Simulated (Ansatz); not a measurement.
# LiF (singlet): from Hartree-Fock to the top rungs, cc-pVQZ

How much of the correlation energy of LiF (singlet) does each wave-function method recover here?

Computed with Ansatz 0.2.0, Gaussian basis. Level: cc-pVQZ, core rule «outside noble gas», up to 2 orbitals frozen.

Plan: UHF; CCSD(T) on RHF; BCCD(T) on RHF; CISD; CCSDT(Q) on RHF.

20 further runs of the same task are left out: 11 for a known fault of the program, 9 set aside as unsound or not needed.

## 1. What is computed

The geometry is an MP2(full)/6-31G* stationary point (not a proven minimum).

2 atoms, charge 0, spin multiplicity 1.

Atoms are counted from 1 here; the program's logs count them from 0.

Bond lengths: Li1–F2 1.567 Å.

## 2. UHF

Contents of in.yaml:

```yaml
crystal:
  periodic: [false, false, false]
  atoms:
    - {symbol: Li, position_ang: [0.000000, 0.000000, 0.000000]}
    - {symbol: F, position_ang: [0.000000, 0.000000, 1.566620]}
basis:
  gaussian: {orbitals: cc-pVQZ}
magnetization: {spin_polarized: true, initial_magnetization: 0}
hamiltonian: {xc: hf}
output: {orbitals: {seedname: orbitals}}
```

Run with:

```bash
$ ansatz run in.yaml --threads 1 --pin off --events-out ev --progress --plain --max-ram 8192MiB --backend cpu
```

The runs that follow: CCSD(T) on RHF; BCCD(T) on RHF; CISD; CCSDT(Q) on RHF.

Q: Predict the results of all the runs planned. Wanted: RCCSDT(Q) below the RHF energy; RMP2 from RCCSDT(Q); RCCSD from RCCSDT(Q); RCCSD(T) from RCCSDT(Q); T1 diagnostic.

As calculated:

```
                         quantity                      value
   RCCSDT(Q) below the RHF energy                 -8.4291 eV
              RMP2 from RCCSDT(Q)                 +131.9 meV
             RCCSD from RCCSDT(Q)                 +261.2 meV
          RCCSD(T) from RCCSDT(Q)                   +7.2 meV
levels within 1 kcal/mol (43 meV)  RCCSD(T), BCCD(T), RCCSDT
                    T1 diagnostic                      0.014
```

What this shows: RCCSD(T) misses by +7.2 meV, 0.1 % of the correlation energy. These misses are within one basis, not against nature.
